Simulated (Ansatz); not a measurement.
# HNO (nitroxyl): levels of theory compared

Aim: a comparison of 6 runs (B3LYP/STO-3G, BHLYP/STO-3G, CAM-B3LYP/STO-3G, RPA@PBE/STO-3G, MP2/STO-3G, CCSDT(Q)/STO-3G) of HNO (nitroxyl). 

The results are computed with Ansatz 0.2.0.

52 further runs of the same task are left out: 1 that didn't finish, 51 set aside as unsound or not needed.

## (1) The structure to begin with

HNO has 3 atoms, charge 0, and is taken as a singlet. SMILES: `N=O`. The H3–N1 distance was set to 1.593 Å, away from the relaxed value. At this shape a bond of the SMILES string is far longer than usual.

Bond lengths: N1–O2 1.201 Å. A long bond or contact: N1–H3 1.593 Å.

## (2) The energy at B3LYP/STO-3G (run 1)

input.yaml

```yaml
crystal:
  periodic: [false, false, false]
  atoms:
    - symbol: "N"
      position_ang: [-0.167594, 0.803431, 0.003516]
    - symbol: O
      position_ang: [0.876926, 0.924241, 0.584446]
    - symbol: H
      position_ang: [-0.492640, -0.715240, -0.351380]
basis:
  gaussian: {orbitals: STO-3G}
hamiltonian: {xc: {name: B3LYP}}
accuracy: high
```

Started as:

```console
$ ansatz run input.yaml --threads 1 --pin off --max-ram 2610MiB --events-out events.jsonl --progress --plain --runs-dir runs
```

Output:

```text
Warning: RAYON_NUM_THREADS=1 ignored (pool sized by the plan → 1); use --threads N
Functional definition: B3LYP
  name "B3LYP"
  parameter a0 = 0.2
  parameter ax = 0.72
  parameter ac = 0.81
  exchange = (1 - a0 - ax)*slater_x + ax*b88_x + a0*exact_x
  correlation = (1 - ac)*vwn_rpa_c + ac*lyp_c
168 factors; integrals over basis functions are off by at most 4.1e-8 eV
mean field evaluation 1: about -3499.1975 eV, gradient 1.6e1 eV
mean field evaluation 2: about -3496.9687 eV, gradient 2.2e1 eV
mean field evaluation 4: about -3500.6274 eV, gradient 2.7e-1 eV
mean field evaluation 8: about -3500.5950 eV, gradient 8.1e-2 eV
mean field evaluation 16: about -3500.5950 eV, gradient 1.0e-7 eV
mean field -3500.59500956 eV, -128.6444938129 hartree, gradient 1.6e-8 eV, S^2 0.000000; 0 other end points of the search recorded, 0 dependent functions left out
reference -3500.59502746 eV, -128.6444944707 hartree; 8, 8 occupied and 3, 3 virtual orbitals, 168 factors
Total energy: -3500.59502746 eV, -128.6444944707 hartree
```

It took 0.4 s on 1 thread of Arm Neoverse V2, shared host.

## (3) The energy at BHLYP/STO-3G (run 2)

input.yaml, as its differences from that of step 2:

```diff
@@ -3,3 +3,3 @@
   atoms:
-    - symbol: "N"
+    - symbol: N
       position_ang: [-0.167594, 0.803431, 0.003516]
@@ -11,3 +11,3 @@
   gaussian: {orbitals: STO-3G}
-hamiltonian: {xc: {name: B3LYP}}
+hamiltonian: {xc: {name: BHLYP}}
 accuracy: high
```

Started as:

```console
$ ansatz run input.yaml --threads 1 --pin off --max-ram 2610MiB --events-out events.jsonl --progress --plain --runs-dir runs
```

Output:

```text
Warning: RAYON_NUM_THREADS=1 ignored (pool sized by the plan → 1); use --threads N
Functional definition: BHLYP
  name "BHLYP"
  parameter a = 0.5
  exchange = (1 - a)*b88_x + a*exact_x
  correlation = lyp_c
168 factors; integrals over basis functions are off by at most 4.1e-8 eV
mean field evaluation 1: about -3497.2291 eV, gradient 1.6e1 eV
mean field evaluation 2: about -3497.2264 eV, gradient 1.8e1 eV
mean field evaluation 4: about -3498.4913 eV, gradient 1.0e0 eV
mean field evaluation 8: about -3498.4996 eV, gradient 2.4e-3 eV
mean field evaluation 16: about -3498.4996 eV, gradient 1.0e-8 eV
mean field -3498.49961483 eV, -128.5674894769 hartree, gradient 5.1e-8 eV, S^2 0.000000; 0 other end points of the search recorded, 0 dependent functions left out
reference -3498.49962714 eV, -128.5674899292 hartree; 8, 8 occupied and 3, 3 virtual orbitals, 168 factors
Total energy: -3498.49962714 eV, -128.5674899292 hartree
```

Run time: 0.38 s. Hardware: 1 thread of Arm Neoverse V2, shared host.

Runs 3 to 5 aren't shown in full; the table further down has their settings and results.

## (4) The energy at CCSDT(Q)/STO-3G (run 6)

job.yaml

```yaml
crystal:
  periodic: [false, false, false]
  atoms:
    - {symbol: "N", position_ang: [-0.167594, 0.803431, 0.003516]}
    - {symbol: O, position_ang: [0.876926, 0.924241, 0.584446]}
    - {symbol: H, position_ang: [-0.492640, -0.715240, -0.351380]}
basis:
  gaussian:
    orbitals: STO-3G
accuracy: high
correlation:
  method: ccsdt_q
  frozen_orbitals: {H: 0, "N": 1, O: 1}
scf:
  omitted_lower_state_checks: [cluster_reference, increment]
```

Started as:

```console
$ ansatz run job.yaml --threads 1 --pin off --max-ram 2610MiB --events-out events.jsonl --progress --plain --runs-dir runs
```

Output:

```text
Warning: RAYON_NUM_THREADS=1 ignored (pool sized by the plan → 1); use --threads N
[... 11 lines left out ...]
2 core orbitals not correlated: weight in the atoms' cores, before any rotation towards them, 1.000 or more for the frozen orbitals, at most 0.000 for the correlated occupied ones
[... 32 lines left out ...]
Total energy: -3487.85604179 eV, -128.1763453819 hartree
Checks for a lower state left out: cluster_reference, increment
```

Run time: 0.32 s. Hardware: 1 thread of Arm Neoverse V2, shared host.

## (5) All runs side by side

| run | level | frozen core orbitals | energy (Eh) | wall time |
| --- | --- | --- | --- | --- |
| 1 | B3LYP/STO-3G | – | -128.644494 | 0.4 s |
| 2 | BHLYP/STO-3G | – | -128.567490 | 0.38 s |
| 3 | CAM-B3LYP/STO-3G | – | -128.578407 | 0.46 s |
| 4 | RPA@PBE/STO-3G | 2 | -128.235962 | 0.97 s |
| 5 | MP2/STO-3G | 2 | -128.128981 | 0.06 s |
| 6 | CCSDT(Q)/STO-3G | 2 | -128.176345 | 0.32 s |

## (6) What came out

| quantity | value |
| --- | --- |
| run 6: total energy | -128.17635 Eh |
| run 6: correlation energy (2 core orbitals frozen) | -210.1 mEh |
| run 6: T1 diagnostic | 0.024 |

**Reading.** Totals of different functionals can't be ranked against each other. In runs 5, 6 the log says that unrestricted orbitals would lower the reference, so the values rest on an unstable closed-shell determinant (other closed-shell runs at this shape may share the fault). In runs 1, 2, 3, 4, 5, 6 the basis is minimal, so the values are rough. All runs together took 2.6 s, the longest 0.97 s.
